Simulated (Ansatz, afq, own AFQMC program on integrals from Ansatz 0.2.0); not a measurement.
# Where AFQMC and coupled cluster stand for MgSi, triplet

```xyz
2

Si    0.0000    0.0000    0.0000
Mg    0.0000    0.0000    2.5324
```

Basis cc-pVDZ. Noble-gas cores (and the filled d shells of Ga–Kr and In–Xe) are frozen. Ansatz 0.2.0 and our own AFQMC program on the same integrals; the CISD trial comes from CCSD amplitudes, and released means the phaseless constraint is let go. Uncertainties: one standard error, sampling alone.

Determinant: ROHF, the one that the program's search chose, which needn't be the lowest solution. The geometry is a PBE0/def2-TZVP stationary point of this or a neighbouring charge and spin state.

Full CI on the same integrals is exact in this basis and with this determinant's frozen core.

Cautions: a spin-contaminated unrestricted determinant lies lower (UHF 649 meV lower, ⟨S²⟩ 2.72); strong correlation (T1 0.061, weight of the determinant 0.83, largest double 0.20); the released energies move by 1.5 errors or more from one time to the next, so no released level is given (meV from the phaseless value at times in 1/Eh: -34 ± 10 at 0.24, -28 ± 12 at 0.51, -42 ± 9 at 0.99, -39 ± 9 at 1.62, -52 ± 8 at 2.40), though the last usable value meets full CI within the noise.

* T1 diagnostic: 0.0612
* weight of the determinant in the CISD state: 0.826
* size of the correlated space: 6 electrons in 26 orbitals

Reference: full CI, correlation energy -3.459 eV.

| level | E − E(reference) (mEh) | share of correlation (%) |
| --- | --- | --- |
| HF | 127.13 | 0.00 |
| MP2 | 35.29 | 72.24 |
| CCSD | 8.23 | 93.53 |
| CCSD(T) | 2.26 | 98.23 |
| CCSDT | 0.54 | 99.57 |
| CCSDT(Q) | 0.08 | 99.93 |
| ph-AFQMC/HF | 9.61 ± 1.06 | 92.44 |
| ph-AFQMC/CISD | 2.14 ± 0.73 | 98.31 |

CCSDT and higher add their correlation energy to the determinant of the CCSD(T) run, since their own runs factorise the integrals more tightly (a shift of under 2 meV). A walk keeps the symmetry of its determinant, which the program's search chose and which needn't be the lowest solution, so a lower state of the same spin and another symmetry isn't excluded.
